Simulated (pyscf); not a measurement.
# Concerted two-bond exchange: cyclic C₃H₄ (SMILES C1=CC1) + hydrogen (H₂) → propene (H₂C=CH–CH₃)

Gas phase, singlet surface, charge 0. Bonds broken: C2–C3, H4–H6. Bonds formed: C2–H4, C2–H6. PySCF, gas phase, ωB97X-D3(BJ)/def2-SVP geometries.

Transition state (Å):

```xyz
9

C      1.1243     0.0574     0.2676
C     -0.2759     0.1891     0.1365
C      0.7457     1.0278    -0.7284
H     -0.8139     0.9165     0.9688
H      1.7100     0.2385     1.1704
H     -0.8810     1.5349     0.1751
H     -1.0908    -0.4227    -0.2574
H      0.6953     0.7926    -1.7985
H      0.7696     2.1245    -0.5276
```

One imaginary mode, 1318i cm⁻¹; descent along it reached the two sides named, in the forms told below.

| bond | change | reactant side (Å) | saddle | product side |
|---|---|---|---|---|
| C2–C3 | breaks | 1.504 | 1.580 | 2.522 |
| H4–H6 | breaks | 0.761 | 1.008 | 1.777 |
| C2–H4 | forms | 3.0 | 1.229 | 1.100 |
| C2–H6 | forms | 3.7 | 1.476 | 1.102 |

Electronic energies relative to the separated reactants (kJ/mol):

```
level                   barrier  reaction energy  reverse barrier
----------------------  -------  ---------------  ---------------
ωB97X-D3(BJ)/def2-TZVP    237.3           -292.7            529.9
PBE/def2-TZVP             184.5           -281.5            466.0
r²SCAN/def2-TZVP          196.1           -291.7            487.8
B3LYP-D3(BJ)/def2-TZVP    222.1           -296.4            518.6
PBE0-D3(BJ)/def2-TZVP     200.5           -295.4            495.9
M06-2X/def2-TZVP          236.2           -276.3            512.5
ωB97M-D3(BJ)/def2-TZVP    230.2           -292.9            523.1
HF/def2-TZVP              312.8           -310.1            622.8
```

With ωB97M-D3(BJ)/def2-TZVP energies and thermal terms (ideal gas, 1 atm, RRHO with modes under 100 cm⁻¹ raised to 100, one conformer, R ln 2 for chiral ones without a mode under 150 cm⁻¹), in kJ/mol:

```
T (K)    ΔH‡    ΔG‡      ΔH      ΔG
-----  -----  -----  ------  ------
298    233.1  266.6  -264.5  -232.4
600    229.0  302.6  -268.5  -198.0
900    228.1  339.6  -270.0  -162.4
1200   228.8  376.7  -269.5  -126.5
```

On the product side the descent ends in a point that may be a rotor saddle (no frequency run), 8.0 kJ/mol over the lowest minimum found and 522.0 kJ/mol under the saddle at ωB97X-D3(BJ)/def2-TZVP. This saddle turned up in a search for another step; its sides and bond changes are read from the two ends of the descent. cyclic C₃H₄ (SMILES C1=CC1) lies 93.4 kJ/mol over its isomer H₂C=C=CH₂ (electronic energy, ωB97M-D3(BJ)/def2-TZVP). This is the saddle that the search found; another between the same sides may lie lower.
